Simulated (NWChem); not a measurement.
# phosphine (PH3); SMILES P

Computed with NWChem. Pople sets run with spherical d functions. Each level has its own optimisation. Entropies are gas-phase, rigid-rotor, harmonic values for NWChem's default masses at 298.15 K and 1 bar, so the errors hold that model's part too (torsions, anharmonicity).

Measured entropy at 1 bar: 50.2 cal/(mol K) (CRC Handbook, as tabulated in the package chemicals).

```csv
level,entropy at 1 bar (cal/(mol K)),computed − measured
Hartree-Fock/STO-3G,49.9,-0.3
Hartree-Fock/3-21G,50.2,0.0
Hartree-Fock/6-31G*,50.1,-0.1
B3LYP/6-31G*,50.2,0.0
"LDA (Slater exchange, VWN5)/def2-SVP",50.4,+0.2
PBE/def2-SVP,50.3,+0.1
BLYP/def2-SVP,50.3,+0.1
PBE0/def2-SVP,50.3,+0.1
```
